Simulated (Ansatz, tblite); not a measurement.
# The cluster Li₅: a ladder of methods and basis sets

Aim: run the doublet of the cluster Li₅ at one geometry on many levels, and compare frontier levels, spin and run time.

Computed with Ansatz 0.2.0, Gaussian basis. Level: as each input shows.

Levels to be run: GFN1-xTB, GFN2-xTB, PBE/def2-TZVP, r2SCAN/def2-TZVP, ωB97X-V/def2-TZVP, LC-ωPBE/def2-TZVP, HSE06/def2-TZVP, B3LYP/def2-TZVP, B2PLYP/def2-TZVP, LC-ωPBE(0.10)/def2-TZVP, LC-ωPBE(0.15)/def2-TZVP, LC-ωPBE(0.20)/def2-TZVP, LC-ωPBE(0.30)/def2-TZVP, PBE/def2-SVP, PBE0/def2-SVP, HF/6-31G, B3LYP/6-31G, PBE0/def2-TZVPD, PBE/def2-TZVPD, r2SCAN/def2-TZVPD, CCSD(T)/def2-TZVPP, MP2/def2-TZVP, RPA/def2-TZVP, CCSD(T)/def2-TZVPD.

## (1) The structure

The doublet was relaxed beforehand with PBE/def2-TZVP. At that level it is the lowest of the isomers that a small search found.

5 atoms, charge 0, spin multiplicity 2.

Bond lengths: Li1–Li5 3.000 Å, Li2–Li5 2.979 Å, Li3–Li5 2.715 Å, Li4–Li5 2.740 Å. Angles: Li1–Li5–Li2 118.6°, Li1–Li5–Li3 65.1°, Li1–Li5–Li4 64.9°, Li2–Li5–Li3 65.5°, Li2–Li5–Li4 65.4°, Li3–Li5–Li4 69.5°.

PBE0/def2-TZVP was run before; its log isn't repeated, and its numbers join the tables.

## (2) GFN1-xTB

Tight binding, by tblite at 300 K electronic temperature and without a spin-polarisation term:

```python
tblite.interface.Calculator('GFN1-xTB', numbers, positions, charge=0, uhf=1).singlepoint()
```

Energy -52.4016 eV; 0.002 s.

## (3) GFN2-xTB

Tight binding, by tblite at 300 K electronic temperature and without a spin-polarisation term:

```python
tblite.interface.Calculator('GFN2-xTB', numbers, positions, charge=0, uhf=1).singlepoint()
```

Energy -33.9223 eV; 0.003 s.

## (4) PBE/def2-TZVP

start.molden holds the orbitals of an earlier run on this state, given as this run's starting guess.

Contents of in.yaml:

```yaml
crystal:
  periodic: [false, false, false]
  atoms:
    - {symbol: Li, position_ang: [-1.947328, -1.546242, -0.657015]}
    - {symbol: Li, position_ang: [1.925401, 1.575546, 0.647518]}
    - {symbol: Li, position_ang: [-0.935986, 0.609981, 1.299004]}
    - {symbol: Li, position_ang: [0.099802, 0.550120, -1.633084]}
    - {symbol: Li, position_ang: [0.858111, -1.189405, 0.343587]}
basis:
  gaussian: {orbitals: def2-TZVP, initial_orbitals: start.molden}
magnetization: {spin_polarized: true, initial_magnetization: 1}
hamiltonian: {xc: pbe}
scf: {omitted_lower_state_checks: [starts]}
output: {orbitals: {seedname: orbitals}}
```

Launch:

```sh
> ansatz run in.yaml --threads 4 --pin off --events-out ev --progress --plain --max-ram 3916MiB
```

Further steps of the session: r2SCAN/def2-TZVP; ωB97X-V/def2-TZVP; LC-ωPBE/def2-TZVP; HSE06/def2-TZVP; B3LYP/def2-TZVP; B2PLYP/def2-TZVP; LC-ωPBE(0.10)/def2-TZVP; LC-ωPBE(0.15)/def2-TZVP; LC-ωPBE(0.20)/def2-TZVP; LC-ωPBE(0.30)/def2-TZVP; PBE/def2-SVP; PBE0/def2-SVP; HF/6-31G; B3LYP/6-31G; PBE0/def2-TZVPD; PBE/def2-TZVPD; r2SCAN/def2-TZVPD; CCSD(T)/def2-TZVPP; MP2/def2-TZVP; RPA/def2-TZVP; CCSD(T)/def2-TZVPD.

**Question.** What will the summary of the whole plan be? Wanted: gap in def2-TZVP, named functionals, smallest and largest; gap over the ω; correlation energy, CCSD(T)/def2-TZVPP; correlation energy, MP2/def2-TZVP; correlation energy, CCSD(T)/def2-TZVPD; binding an atom, functionals in def2-TZVP; ⟨S²⟩ in def2-TZVP, named functionals, smallest and largest; PBE0 total energy, smallest basis above largest.

**Answer**, as computed:

| quantity | value |
| --- | --- |
| gap in def2-TZVP, named functionals, smallest and largest | 0.37 eV (PBE), 4.32 eV (LC-ωPBE) |
| gap over the ω (1/bohr) | 2.87 eV at 0.1, 3.89 eV at 0.2 |
| correlation energy, CCSD(T)/def2-TZVPP | -6.89 eV |
| correlation energy, MP2/def2-TZVP | -5.10 eV |
| correlation energy, CCSD(T)/def2-TZVPD | -6.52 eV |
| binding an atom, functionals in def2-TZVP | 0.60 (B2PLYP) to 0.71 eV (PBE) |
| ⟨S²⟩ in def2-TZVP, named functionals, smallest and largest | 0.760, 1.373 |
| PBE0 total energy, smallest basis above largest | 0.87 eV (def2-SVP, def2-TZVPD) |

Over the named functionals in def2-TZVP the gap runs from 0.37 eV (PBE) to 4.32 eV (LC-ωPBE); exact exchange widens it. Raising the ω (1/bohr) from 0.1 to 0.2 moves the HOMO by -0.48 eV and the LUMO by +0.54 eV. Over the named functionals in def2-TZVP spin contamination reaches 0.62 (r2SCAN), so some levels may describe another state. Notes on CCSD(T)/def2-TZVPP: large T1 diagnostic, spin contamination.
